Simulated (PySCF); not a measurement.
Geometry:
```
atom   x (Å)   y (Å)   z (Å)
  C1  -0.181  -1.241  -1.408
 Si2  -0.001   0.000  -0.001
  C3  -0.056   1.750  -0.697
  C4  -1.411  -0.230   1.227
  C5   1.645  -0.275   0.874
  H6  -1.135  -1.101  -1.941
  H7  -0.154  -2.276  -1.033
  H8   0.633  -1.129  -2.143
  H9   0.040   2.500   0.104
 H10  -1.006   1.939  -1.222
 H11   0.763   1.919  -1.415
 H12  -2.389  -0.072   0.744
 H13  -1.407  -1.246   1.654
 H14  -1.330   0.485   2.062
 H15   1.709  -1.292   1.293
 H16   2.491  -0.143   0.180
 H17   1.777   0.438   1.703
```

Geometry: PBE0-D3(BJ)/def2-SVP; GIAO absolute shieldings from PySCF, gas phase, non-relativistic, averaged over equivalent atoms.

At PBE0/def2-SVP (134 basis functions, 19 s wall time on 1 thread of an x86-64 server CPU, shared host):
| atoms | σ (ppm) |
| --- | --- |
| C1/C3/C4/C5 | 193.7 |
| Si2 | 407.2 |
| H6/H7/H8/H9/H10/H11/H12/H13/H14/H15/H16/H17 | 31.34 |

**Question.** What do these become at BLYP/pcSseg-1?

**Answer.** 
```
                                      atoms  σ at BLYP/pcSseg-1  change
                                C1/C3/C4/C5               175.3   -18.4
                                        Si2               323.5   -83.7
H6/H7/H8/H9/H10/H11/H12/H13/H14/H15/H16/H17               31.36   +0.02
```

The largest change is at Si2 (silicon bonded to 4 C). Cost: 152 basis functions, 19 s wall time on 1 thread of an Arm Neoverse V2, shared host.
